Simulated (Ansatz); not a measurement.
Ideal-gas functions of CH5NO, SMILES `CON` at 400 K and 1 bar, from an Ansatz frequency run at PBE0-D4/def2-TZVP.

Molar mass 47.06 g/mol, point group Cs (symmetry number 1), electronic degeneracy 1, moments of inertia 11.527, 49.688, 55.354 u Å². Harmonic wavenumbers (cm⁻¹, unscaled): 152, 234, 462, 929, 1035, 1175, 1203, 1253, 1332, 1456, 1468, 1503, 1663, 3018, 3082, 3133, 3461, 3546.

Use S(trans) = R[1.5 ln M + 2.5 ln T − 1.1517]; rotational temperatures θ = 24.2544 K / I; S(rot) = R[ln(√π/σ · √(T³/θAθBθC)) + 1.5]; for each mode x = 1.438777 ν̃/T, S = R[x/(eˣ − 1) − ln(1 − e⁻ˣ)] and H = RT x/(eˣ − 1); 1 cm⁻¹ = 0.0119627 kJ/mol; R = 8.31446 J/(mol·K).

**Question.** By hand: the entropy, in J/(mol·K).

**Answer.** Translation 163.0. Rotation: θ = 2.1041, 0.4881, 0.4382 K, giving 95.3. Vibration, mode by mode: 13.44, 9.99, 4.99, 1.32, 0.97, 0.64, 0.59, 0.51, 0.40, 0.28, 0.27, 0.24, 0.15, 0.00, 0.00, 0.00, 0.00, 0.00, in all 33.8. Electronic 0.0. Sum 292.1 J/(mol·K).

**Question.** By hand: H − E and G − E in kJ/mol, counted from the electronic energy.

**Answer.** Zero-point energy ½ × 30105 × 0.0119627 = 180.1; thermal vibration 7.6; translation, rotation and pV give 4 RT = 13.3. H − E = 201.0 kJ/mol, and G − E = 201.0 − 400 × 292.1/1000 = 84.2 kJ/mol.

Vibration gives 12 % of the entropy. The sum counts one conformer and one mirror image; others add a mixing term.
